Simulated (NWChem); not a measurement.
## Polarisability of HLi

SMILES: [LiH]
```xyz
2

Li     0.0000     0.0000     0.3994
H      0.0000     0.0000    -1.1982
```
Charge 0, spin multiplicity 1.

The numbers come from NWChem runs, not from measurements. All single points use one geometry, from PBE0/def2-SVP, a minimum by its harmonic frequencies.

Basis set: def2-SVPD. Static limit.

```json
[
 {"method": "HF", "isotropic polarisability (bohr³)": "22.99", "difference from CCSD linear response": "-4.65"},
 {"method": "PBE", "isotropic polarisability (bohr³)": "32.76", "difference from CCSD linear response": "+5.12"},
 {"method": "B3LYP", "isotropic polarisability (bohr³)": "29.03", "difference from CCSD linear response": "+1.39"},
 {"method": "CCSD linear response", "isotropic polarisability (bohr³)": "27.64", "difference from CCSD linear response": "0.00"},
 {"method": "PBE0", "isotropic polarisability (bohr³)": "28.46", "difference from CCSD linear response": "+0.81"}
]
```

The values span 9.77 bohr³, from HF (lowest) to PBE (highest). 

The correlated methods freeze no orbitals. B3LYP has NWChem's definition, with VWN1-RPA local correlation. The structure started from a generated list of species. Differences from the coupled-cluster row are differences between methods, not errors against experiment.
